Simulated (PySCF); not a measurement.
Gas-phase reaction: SiH4 + SiH2F2 ⇌ 2 SiH2F + 2 H

Method: PySCF energies plus ideal-gas RRHO corrections (1 bar). † marks an energy on the PBE0/def2-TZVP geometry and frequencies; other levels use their own. MP2 freezes the core. 6-31G* has spherical d functions here. Open shells (unrestricted): SiH2F (multiplicity 2), H (multiplicity 2); the rest are closed-shell singlets. SiH2F: computed as isolated molecules; such fragments, hydroxides, amides, oligomers or adducts are transient or little studied in the gas. MP2 isn't extrapolated to the basis-set limit.

```csv
level,"ΔH°(298 K), kJ"
BLYP/def2-TZVP†,…
HF/6-31G*,653
MP2/def2-TZVPP†,…
PBE0/def2-TZVP,773
r2SCAN/def2-TZVP†,778
```

Problem. What belongs in the gaps?

Solution. 
- BLYP/def2-TZVP†, ΔH°(298 K), kJ: 777
- MP2/def2-TZVPP†, ΔH°(298 K), kJ: 789
